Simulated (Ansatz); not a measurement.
## How methods differ on Si3H8 (trisilane)

Si3H8: 11 atoms, total charge 0, spin state singlet. SMILES: `[SiH3][SiH2][SiH3]`. The shape is that of a PBE0-D4/def2-TZVP optimisation.

| atom | x (Å) | y (Å) | z (Å) |
| --- | --- | --- | --- |
| Si | -1.2926 | 1.3667 | -0.5253 |
| Si | -0.4626 | -0.8073 | -0.2963 |
| Si | 1.6319 | -0.7744 | 0.7428 |
| H | -2.6258 | 1.3677 | -1.1851 |
| H | -0.3540 | 2.1804 | -1.3441 |
| H | -1.4225 | 2.0001 | 0.8146 |
| H | -0.3434 | -1.4402 | -1.6402 |
| H | -1.4104 | -1.6208 | 0.5164 |
| H | 1.5159 | -0.1549 | 2.0904 |
| H | 2.5838 | 0.0318 | -0.0680 |
| H | 2.1796 | -2.1492 | 0.8948 |

Quantity: the energy change with the Si1–Si2 bond stretched from 2.338 to 2.689 Å, in eV. The values are calculated.

```tsv
level	kind	program	value (eV)	CPU time (all runs)
SVWN5/6-31G* (spherical functions) (restricted)	LDA	Ansatz	0.46	3.6 s
B3LYP/6-31G* (spherical functions) (restricted)	global hybrid	Ansatz	0.39	6.5 s
PBE0/6-31G* (spherical functions) (restricted)	global hybrid	Ansatz	0.44	6.3 s
B3LYP/6-31G* (Cartesian functions) (restricted)	global hybrid	Ansatz	0.39	6.8 s
CAM-B3LYP/6-31G* (spherical functions) (restricted)	range-separated hybrid	Ansatz	0.46	7.4 s
wB97M-V/6-31G* (spherical functions) (restricted)	range-separated hybrid	Ansatz	0.47	64 s
B2PLYP/6-31G* (spherical functions) (restricted)	double hybrid	Ansatz	0.43	10 s
RPA@PBE0/6-31G* (spherical functions) (restricted)	RPA	Ansatz	0.44	9.9 s
```

The first shape isn't each level's own minimum. The values span 0.39 to 0.47 eV. Times are those of the runs behind each value, whatever else they computed, on shared processors of several kinds: orders of magnitude only.
